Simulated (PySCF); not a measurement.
Calculation: PBE-D3(BJ)/def2-TZVP // PBE0-D3(BJ)/def2-TZVP (PySCF). Gas-phase values, no solvent. One relaxed conformer stands for a flexible species; it need not be the lowest. 

Reference species (SMILES): `[CH3]` (neutral, multiplicity 2).

```
Item                              Value
-----------------------------  --------
highest occupied spin orbital  -5.38 eV
```

Changed species: `C(=O)[N]C` (C–N–C–O torsion 35°) (radical fragment; the reference has radical fragment).

What does the change do to the highest occupied spin orbital?

the highest occupied spin orbital falls by 0.86 eV, to -6.24 eV.
